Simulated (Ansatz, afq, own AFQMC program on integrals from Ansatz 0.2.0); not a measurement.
**BH4 (doublet): AFQMC on the coupled-cluster ladder at distance B1–H4 along a hydrogen transfer = 1.317 Å, cc-pVTZ**

Aim: compute BH4 (doublet) with auxiliary-field quantum Monte Carlo on the same integrals as coupled cluster, and set the energies side by side.

Program: Ansatz 0.2.0, Gaussian basis, and an in-house AFQMC program (afq) on its integrals; all values are calculated. Level of theory: cc-pVTZ, frozen cores. These are calculated values, not measurements.

To be run: PBE (unrestricted); CCSD(T) on UHF; r2SCAN (unrestricted); PBE0 (unrestricted); B3LYP (unrestricted); CCSDT(Q) on UHF; wB97M-V (unrestricted); B2PLYP (unrestricted); Phaseless AFQMC, CISD trial on UHF.

### Step 1. The geometry

The geometry derives from fragments relaxed apart (PBE0/def2-TZVP) and kept rigid, so it is no stationary point. A hydrogen atom is moved between rigid fragments.

5 atoms, charge 0, spin multiplicity 2.

Atoms are counted from 1 here; the program's logs count them from 0.

Bond lengths: B1–H2 1.193 Å, B1–H3 1.193 Å, B1–H4 1.317 Å. Angles: H2–B1–H3 120.0°, H2–B1–H4 120.0°, H3–B1–H4 120.0°.

Coordinates:

```xyz
5
charge 0, multiplicity 2
B    -0.1596    0.0000    0.0000
H    -0.7563    1.0336    0.0000
H    -0.7563   -1.0336    0.0000
H     1.1574    0.0000    0.0000
H     2.0664    0.0000    0.0000
```

### Step 2. PBE (unrestricted)

in.yaml reads:

```yaml
crystal:
  periodic: [false, false, false]
  atoms:
    - {symbol: B, position_ang: [-0.159552, 0.000000, 0.000000]}
    - {symbol: H, position_ang: [-0.756285, 1.033571, 0.000000]}
    - {symbol: H, position_ang: [-0.756285, -1.033571, 0.000000]}
    - {symbol: H, position_ang: [1.157448, 0.000000, 0.000000]}
    - {symbol: H, position_ang: [2.066448, 0.000000, 0.000000]}
basis:
  gaussian: {orbitals: cc-pVTZ}
magnetization: {spin_polarized: true, initial_magnetization: 1}
hamiltonian: {xc: {name: PBE}}
output: {orbitals: {seedname: orbitals}}
```

On the command line:

```console
ansatz run in.yaml --threads 1 --pin off --events-out ev --progress --plain --max-ram 8192MiB --backend cpu
```

The log of the run:

```text
Functional definition: PBE
  name "PBE"
  cite "Perdew, Burke & Ernzerhof, Phys. Rev. Lett. 77, 3865 (1996) doi:10.1103/PhysRevLett.77.3865"
  parent pbe
  parameter kappa = 0.804
  parameter beta = 0.06672455060314922
  exchange = pbe_x(kappa = kappa, mu = beta*pi^2/3)
  correlation = pbe_c(beta = beta)
452 factors; their error is unknown
mean field evaluation 1: about -734.4052 eV, gradient 1.3e1 eV
mean field evaluation 2: about -734.8337 eV, gradient 1.1e1 eV
mean field evaluation 4: about -735.7393 eV, gradient 2.2e-1 eV
mean field evaluation 8: about -735.7255 eV, gradient 2.9e-1 eV
mean field evaluation 16: about -735.7258 eV, gradient 6.9e-6 eV
mean field evaluation 32: about -734.9597 eV, gradient 9.9e-1 eV
mean field -735.72577656 eV, -27.0374235958 hartree, gradient 1.1e-5 eV, S^2 0.753605; 4 other end points of the search recorded, 0 dependent functions left out
reference -735.72581092 eV, -27.0374248583 hartree; 5, 4 occupied and 81, 82 virtual orbitals, 452 factors
Total energy: -735.72581092 eV, -27.0374248583 hartree
```

Run time: 1.9 s. Hardware: 1 thread of AMD EPYC 7R13 (Zen 3), shared host; peak memory 1.8 GiB.

From the report: ⟨S²⟩ of the determinant 0.754 (pure doublet: 0.75).

### Step 3. CCSD(T) on UHF

Edit in.yaml of step 2 so:

```diff
@@ -11,3 +11,2 @@
 magnetization: {spin_polarized: true, initial_magnetization: 1}
-hamiltonian: {xc: {name: PBE}}
-output: {orbitals: {seedname: orbitals}}
+correlation: {method: ccsd_t, electrons: outside_noble_gas, hamiltonian_folder: ham}
```

On the command line:

```console
ansatz run in.yaml --threads 1 --pin off --events-out ev --progress --plain --max-ram 24576MiB --backend cuda --devices 0, --max-vram 18GiB
```

The log of the run, shortened:

```text
Functional definition: HF
  name "HF"
  cite "Fock, Z. Phys. 61, 126 (1930) doi:10.1007/BF01340294"
  parent pbe
[...]
472 factors; integrals over basis functions are off by at most 1.1e-3 eV
[...]
mean field -730.90350347 eV, -26.8602083285 hartree, gradient 1.0e-6 eV, S^2 0.769638; 1 other end points of the search recorded, 0 dependent functions left out
determinant -730.90350347 eV, -26.8602083285 hartree, with singles and doubles -735.10265165 eV, -27.0145241778 hartree
determinant -729.49234856 eV, -26.8083493420 hartree, with singles and doubles -734.06227038 eV, -26.9762908710 hartree
1 core orbitals not correlated: weight in the atoms' cores, before any rotation towards them, 1.000 or more for the frozen orbitals, at most 0.000 for the correlated occupied ones
reference -730.90350347 eV, -26.8602083285 hartree; 4, 3 occupied and 81, 82 virtual orbitals, 472 factors
second order -3.37747178 eV of doubles, -0.00000000 eV of singles
cycle   1  -4.07154934 eV  change   -3.5e-1 eV  update   1.7e-2
[...]
cycle   8  -4.08007356 eV  change   -7.3e-7 eV  update   5.8e-6
perturbative correction -0.08732834 eV, -0.0032092572 hartree
Total energy: -735.07090538 eV, -27.0133575237 hartree
```

Run time: 3.6 s. Hardware: 1 × NVIDIA H100 80GB HBM3 with 1 thread of AMD EPYC 7R13 (Zen 3), shared host; peak host memory 1.8 GiB.

From the report: ⟨S²⟩ of the determinant 0.770 (pure doublet: 0.75); correlation -4.1674 eV; T1 0.012; largest double amplitude 0.04.

This run also writes the integrals to the folder ham.

### Step 4. r2SCAN (unrestricted)

Edit in.yaml of step 3 so:

```diff
@@ -11,2 +11,2 @@
 magnetization: {spin_polarized: true, initial_magnetization: 1}
-correlation: {method: ccsd_t, electrons: outside_noble_gas, hamiltonian_folder: ham}
+hamiltonian: {xc: {name: r2SCAN}}
```

On the command line:

```console
ansatz run in.yaml --threads 1 --pin off --events-out ev --progress --plain --max-ram 8192MiB --backend cpu
```

The log of the run:

```text
Functional definition: r2SCAN
  name "r2SCAN"
  cite "Furness, Kaplan, Ning, Perdew & Sun, J. Phys. Chem. Lett. 11, 8208 (2020) doi:10.1021/acs.jpclett.0c02405"
  cite "Furness, Kaplan, Ning, Perdew & Sun, J. Phys. Chem. Lett. 11, 9248 (2020) doi:10.1021/acs.jpclett.0c03077"
  parent r2scan
  parameter k0 = 0.174
  parameter k1 = 0.065
  parameter a1 = 4.9479
  exchange = r2scan_x(k0 = k0, k1 = k1, a1 = a1)
  correlation = r2scan_c
452 factors; their error is unknown
mean field evaluation 1: about -735.7996 eV, gradient 1.1e1 eV
mean field evaluation 2: about -736.3203 eV, gradient 7.4e0 eV
mean field evaluation 4: about -736.7084 eV, gradient 2.1e-1 eV
mean field evaluation 8: about -736.6946 eV, gradient 2.9e-1 eV
mean field evaluation 16: about -736.6949 eV, gradient 5.7e-5 eV
mean field evaluation 32: about -735.8536 eV, gradient 1.1e0 eV
mean field -736.69486902 eV, -27.0730370869 hartree, gradient 4.1e-6 eV, S^2 0.757220; 4 other end points of the search recorded, 0 dependent functions left out
reference -736.69488145 eV, -27.0730375434 hartree; 5, 4 occupied and 81, 82 virtual orbitals, 452 factors
Total energy: -736.69488145 eV, -27.0730375434 hartree
```

It took 3.4 s on 1 thread of AMD EPYC 7R13 (Zen 3), shared host; peak memory 1.8 GiB.

From the report: ⟨S²⟩ of the determinant 0.757 (pure doublet: 0.75).

### Step 5. PBE0 (unrestricted)

Edit in.yaml of step 4 so:

```diff
@@ -11,2 +11,3 @@
 magnetization: {spin_polarized: true, initial_magnetization: 1}
-hamiltonian: {xc: {name: r2SCAN}}
+hamiltonian: {xc: {name: PBE0}}
+output: {orbitals: {seedname: orbitals}}
```

Launched as before.

The log of the run:

```text
Functional definition: PBE0
  name "PBE0"
  cite "Adamo & Barone, J. Chem. Phys. 110, 6158 (1999) doi:10.1063/1.478522"
  cite "Perdew, Burke & Ernzerhof, Phys. Rev. Lett. 77, 3865 (1996) doi:10.1103/PhysRevLett.77.3865"
  parent pbe
  parameter a = 0.25
  parameter kappa = 0.804
  parameter beta = 0.06672455060314922
  exchange = (1 - a)*pbe_x(kappa = kappa, mu = beta*pi^2/3) + a*exact_x
  correlation = pbe_c(beta = beta)
452 factors; their error is unknown
mean field evaluation 1: about -735.4560 eV, gradient 8.9e0 eV
mean field evaluation 2: about -735.8834 eV, gradient 4.7e0 eV
mean field evaluation 4: about -736.0476 eV, gradient 1.7e-1 eV
mean field evaluation 8: about -736.0392 eV, gradient 2.5e-2 eV
mean field evaluation 16: about -735.9192 eV, gradient 1.2e0 eV
mean field -736.03924611 eV, -27.0489433891 hartree, gradient 2.1e-5 eV, S^2 0.756051; 1 other end points of the search recorded, 0 dependent functions left out
reference -736.03927171 eV, -27.0489443298 hartree; 5, 4 occupied and 81, 82 virtual orbitals, 452 factors
Total energy: -736.03927171 eV, -27.0489443298 hartree
```

Run time: 0.97 s. Hardware: 1 thread of AMD EPYC 7R13 (Zen 3), shared host; peak memory 1.8 GiB.

From the report: ⟨S²⟩ of the determinant 0.756 (pure doublet: 0.75).

### Step 6. B3LYP (unrestricted)

Edit in.yaml of step 5 so:

```diff
@@ -11,3 +11,2 @@
 magnetization: {spin_polarized: true, initial_magnetization: 1}
-hamiltonian: {xc: {name: PBE0}}
-output: {orbitals: {seedname: orbitals}}
+hamiltonian: {xc: {name: B3LYP}}
```

The command is unchanged.

The log of the run, shortened:

```text
Functional definition: B3LYP
  name "B3LYP"
  cite "Stephens, Devlin, Chabalowski & Frisch, J. Phys. Chem. 98, 11623 (1994) doi:10.1021/j100096a001"
  cite "Becke, Phys. Rev. A 38, 3098 (1988) doi:10.1103/PhysRevA.38.3098"
  cite "Lee, Yang & Parr, Phys. Rev. B 37, 785 (1988) doi:10.1103/PhysRevB.37.785"
  cite "Vosko, Wilk & Nusair, Can. J. Phys. 58, 1200 (1980) doi:10.1139/p80-159"
[...]
452 factors; their error is unknown
[...]
mean field -737.70781682 eV, -27.1102622318 hartree, gradient 2.4e-5 eV, S^2 0.754806; 1 other end points of the search recorded, 0 dependent functions left out
reference -737.70802497 eV, -27.1102698813 hartree; 5, 4 occupied and 81, 82 virtual orbitals, 452 factors
Total energy: -737.70802497 eV, -27.1102698813 hartree
```

Run time: 1.1 s. Hardware: 1 thread of AMD EPYC 7R13 (Zen 3), shared host; peak memory 1.8 GiB.

From the report: ⟨S²⟩ of the determinant 0.755 (pure doublet: 0.75).

### Step 7. CCSDT(Q) on UHF

Edit in.yaml of step 6 so:

```diff
@@ -11,2 +11,2 @@
 magnetization: {spin_polarized: true, initial_magnetization: 1}
-hamiltonian: {xc: {name: B3LYP}}
+correlation: {method: ccsdt_q, electrons: outside_noble_gas}
```

On the command line:

```console
ansatz run in.yaml --threads 1 --pin off --events-out ev --progress --plain --max-ram 24576MiB --backend cuda --devices 0, --max-vram 18GiB
```

The log of the run, shortened:

```text
Functional definition: HF
  name "HF"
  cite "Fock, Z. Phys. 61, 126 (1930) doi:10.1007/BF01340294"
  parent pbe
[...]
1040 factors; integrals over basis functions are off by at most 2.2e-7 eV
[...]
mean field -730.90350722 eV, -26.8602084661 hartree, gradient 9.4e-7 eV, S^2 0.769638; 1 other end points of the search recorded, 0 dependent functions left out
determinant -730.90350722 eV, -26.8602084661 hartree, with singles and doubles -735.10266998 eV, -27.0145248513 hartree
determinant -729.49235537 eV, -26.8083495923 hartree, with singles and doubles -734.06228865 eV, -26.9762915426 hartree
1 core orbitals not correlated: weight in the atoms' cores, before any rotation towards them, 1.000 or more for the frozen orbitals, at most 0.000 for the correlated occupied ones
reference -730.90350722 eV, -26.8602084661 hartree; 4, 3 occupied and 81, 82 virtual orbitals, 1040 factors
second order -3.37748901 eV of doubles, -0.00000000 eV of singles
cycle   1  -3.87183465 eV  change   -4.9e-1 eV  update   5.4e-2
[...]
cycle  14  -4.18366242 eV  change    2.6e-7 eV  update   2.9e-7
perturbative correction -0.00188782 eV, -0.0000693762 hartree
Total energy: -735.08905746 eV, -27.0140246005 hartree
```

It took 7.5 s on 1 × NVIDIA H100 80GB HBM3 with 1 thread of AMD EPYC 7R13 (Zen 3), shared host; peak host memory 1.8 GiB.

From the report: ⟨S²⟩ of the determinant 0.770 (pure doublet: 0.75); correlation -4.1856 eV; T1 0.012; largest double amplitude 0.04.

### Step 8. wB97M-V (unrestricted)

Edit in.yaml of step 7 so:

```diff
@@ -11,2 +11,3 @@
 magnetization: {spin_polarized: true, initial_magnetization: 1}
-correlation: {method: ccsdt_q, electrons: outside_noble_gas}
+hamiltonian: {xc: {name: wB97M-V}}
+output: {orbitals: {seedname: orbitals}}
```

On the command line:

```console
ansatz run in.yaml --threads 1 --pin off --events-out ev --progress --plain --max-ram 8192MiB --backend cpu
```

The log of the run, shortened:

```text
Functional definition: wB97M-V
  name "wB97M-V"
  cite "Mardirossian & Head-Gordon, J. Chem. Phys. 144, 214110 (2016) doi:10.1063/1.4952647"
  cite "Becke, J. Chem. Phys. 107, 8554 (1997) doi:10.1063/1.475007"
  cite "Vydrov & Van Voorhis, J. Chem. Phys. 133, 244103 (2010) doi:10.1063/1.3521275"
  # Of w^i u^j: cxij and so on, Table III.
[...]
  gx(w, u) = 1 - cx + cx01*u + cx10*w
  gss(w, u) = css00 + css04*u^4 + css10*w + css20*w^2 + css43*w^4*u^3
  gos(w, u) = cos00 + cos10*w + (cos20 + cos21*u)*w^2 + (cos60 + cos61*u)*w^6
[...]
      + integral(e_c_pw_mod_opposite_spin*gos(b97_w_opposite, b97_u_opposite)) + vv10(b, c)
452 factors; their error is unknown
123 factors; integrals over basis functions are off by at most 1.9e-5 eV
[...]
mean field -736.19955875 eV, -27.0548347702 hartree, gradient 2.7e-5 eV, S^2 0.753221; 1 other end points of the search recorded, 0 dependent functions left out
reference -736.19959832 eV, -27.0548362242 hartree; 5, 4 occupied and 81, 82 virtual orbitals, 452 factors
Total energy: -736.19959832 eV, -27.0548362242 hartree
```

Run time: 5.5 s. Hardware: 1 thread of AMD EPYC 7R13 (Zen 3), shared host; peak memory 1.8 GiB.

From the report: ⟨S²⟩ of the determinant 0.753 (pure doublet: 0.75).

### Step 9. B2PLYP (unrestricted)

Edit in.yaml of step 8 so:

```diff
@@ -11,3 +11,3 @@
 magnetization: {spin_polarized: true, initial_magnetization: 1}
-hamiltonian: {xc: {name: wB97M-V}}
-output: {orbitals: {seedname: orbitals}}
+hamiltonian: {xc: {name: B2PLYP}}
+correlation: {electrons: outside_noble_gas}
```

Launched as before.

The log of the run, shortened:

```text
Functional definition: B2PLYP
  name "B2PLYP"
  cite "Grimme, J. Chem. Phys. 124, 034108 (2006) doi:10.1063/1.2148954"
  cite "Becke, Phys. Rev. A 38, 3098 (1988) doi:10.1103/PhysRevA.38.3098"
  cite "Lee, Yang & Parr, Phys. Rev. B 37, 785 (1988) doi:10.1103/PhysRevB.37.785"
[...]
472 factors; integrals over basis functions are off by at most 1.1e-3 eV
[...]
mean field -735.18712620 eV, -27.0176285602 hartree, gradient 3.7e-6 eV, S^2 0.759568; 2 other end points of the search recorded, 0 dependent functions left out
1 core orbitals not correlated: weight in the atoms' cores, before any rotation towards them, 1.000 or more for the frozen orbitals, at most 0.000 for the correlated occupied ones
reference -735.18725696 eV, -27.0176333656 hartree; 4, 3 occupied and 81, 82 virtual orbitals, 472 factors
second order -4.13068297 eV of doubles, -0.00000000 eV of singles
Total energy: -736.30254137 eV, -27.0586193114 hartree
```

Run time: 1.4 s. Hardware: 1 thread of AMD EPYC 7R13 (Zen 3), shared host; peak memory 1.8 GiB.

From the report: ⟨S²⟩ of the determinant 0.760 (pure doublet: 0.75).

### Step 10. Phaseless AFQMC, CISD trial on UHF

It reads the integrals that the CCSD(T) run on this determinant wrote.

On the command line:

```console
afq ham --method phaseless --trial cisd --walkers 1900 --populations 20 --least-time 60 --time-step 0.005 --steps-per-block 50 --equilibration-blocks 28 --max-blocks 4000 --target-error 0.00016 --factor-cut 1e-05 --start spin_pure --seed 5341 --release-times 0.24,0.51,0.99,1.62,2.4 --release-step 0.03 --release-every 3 --taylor-order 6
```

The log of the run:

```text
orbitals 85  electrons 4 3  factors 472 of 472
reference energy -26.86020833 Eh
CCSD correlation -0.14994000 Eh in 10 cycles, weight of the determinant in the CISD state 0.9301
energy of the start -27.009800 Eh
 block  time / (1/Eh)  mean weight  energy / Eh
     1     0.250  0.9997  -27.009331
     2     0.500  1.0003  -27.010323
     3     0.750  1.0001  -27.011393
     4     1.000  0.9997  -27.012035
     5     1.250  0.9999  -27.012723
     6     1.500  1.0001  -27.013046
     7     1.750  0.9997  -27.013238
     8     2.000  1.0001  -27.013367
     9     2.250  0.9998  -27.013368
    10     2.500  1.0000  -27.013632
    11     2.750  1.0003  -27.013821
    12     3.000  0.9997  -27.013924
    13     3.250  1.0001  -27.013964
    14     3.500  0.9997  -27.013927
    15     3.750  0.9998  -27.013931
    16     4.000  1.0001  -27.014166
    17     4.250  1.0001  -27.014011
    18     4.500  1.0001  -27.014327
    19     4.750  0.9998  -27.014499
    20     5.000  0.9999  -27.014334
    21     5.250  1.0001  -27.013752
    22     5.500  0.9998  -27.014103
    23     5.750  1.0001  -27.013993
    24     6.000  1.0003  -27.014003
    25     6.250  1.0000  -27.014057
    26     6.500  0.9999  -27.013795
    27     6.750  1.0001  -27.013407
    28     7.000  0.9996  -27.013481
    29     7.250  0.9995  -27.013643
    30     7.500  0.9997  -27.013709
    31     7.750  0.9998  -27.013779
    32     8.000  0.9998  -27.014073
    33     8.250  0.9998  -27.013678
    34     8.500  0.9995  -27.014072
    35     8.750  1.0003  -27.014109
    36     9.000  1.0003  -27.013990
    37     9.250  1.0001  -27.014182
    38     9.500  1.0002  -27.014186
    39     9.750  0.9999  -27.013893
    40    10.000  0.9994  -27.013967
    41    10.250  1.0001  -27.013965
    42    10.500  1.0003  -27.013859
    43    10.750  0.9997  -27.013618
    44    11.000  0.9998  -27.013674
    45    11.250  0.9995  -27.013707
    46    11.500  1.0001  -27.013633
    47    11.750  0.9999  -27.013704
    48    12.000  1.0003  -27.013738
    49    12.250  1.0000  -27.013849
    50    12.500  1.0001  -27.013578
    51    12.750  1.0004  -27.013866
    52    13.000  0.9997  -27.013609
    53    13.250  0.9999  -27.013854
    54    13.500  1.0000  -27.013264
    55    13.750  0.9998  -27.013402
    56    14.000  0.9995  -27.013872
    57    14.250  1.0001  -27.013568
    58    14.500  1.0002  -27.013549
    59    14.750  0.9993  -27.013696
    60    15.000  1.0001  -27.013722
    61    15.250  1.0002  -27.013711
    62    15.500  0.9998  -27.013591
    63    15.750  0.9995  -27.014038
    64    16.000  1.0001  -27.013834
    65    16.250  0.9997  -27.013786
    66    16.500  0.9999  -27.014286
    67    16.750  0.9997  -27.014169
    68    17.000  1.0003  -27.014135
    69    17.250  1.0001  -27.013750
    70    17.500  1.0002  -27.013819
    71    17.750  1.0005  -27.013497
    72    18.000  0.9996  -27.013949
    73    18.250  1.0005  -27.014027
    74    18.500  0.9999  -27.013899
    75    18.750  0.9999  -27.013771
    76    19.000  0.9999  -27.013945
    77    19.250  0.9999  -27.013741
    78    19.500  1.0003  -27.013844
error from the spread of 20 populations
released: time / (1/Eh)  energy / Eh  error  mean overlap
  0.24  -27.013958  0.000076  0.9949
  0.51  -27.014057  0.000062  0.9871
  0.99  -27.014021  0.000042  0.9807
  1.62  -27.014091  0.000058  0.9771
  2.40  -27.014027  0.000082  0.9629
energy -27.013816 +/- 0.000078 Eh
```

Run time: 50 s. Hardware: 1 × NVIDIA H100 80GB HBM3 with 2 threads of AMD EPYC 7R13 (Zen 3), shared host; peak host memory 1.8 GiB.

Energy -735.0834 ± 0.0021 eV. Caveats: constraint bias not in the error.

### Step 11. All levels side by side

On the UHF determinant, counted from CCSDT(Q) (a yardstick, not exact):

```tsv
level	energy (eV)	from CCSDT(Q) (meV)	statistical error (meV)	time
HF	-730.9035	+4185.6		
MP2	-734.2810	+808.1		
CCSD	-734.9836	+105.5		
CCSD(T)	-735.0709	+18.2		
CCSDT(Q)	-735.0891	0.0		
Phaseless AFQMC, CISD trial, step 0.005, 1900 walkers	-735.0834	+5.7	2.1	50 s
```

The functionals' totals stand on their own zeros and serve differences with other points: PBE -735.726 eV; r2SCAN -736.695 eV; PBE0 -736.039 eV; B3LYP -737.708 eV; wB97M-V -736.200 eV; B2PLYP -736.303 eV.

### Step 12. Summary of results

| quantity | value |
| --- | --- |
| CCSD(T) on UHF from CCSDT(Q) | +18.2 meV |
| Phaseless AFQMC, CISD trial on UHF from CCSDT(Q) | +5.7 ± 2.1 meV |

In words: On UHF the phaseless walk with the CISD trial lies +5.7 meV from CCSDT(Q), within three error bars. Error bars are statistical and leave out the constraint, the time step and what remains of the start.
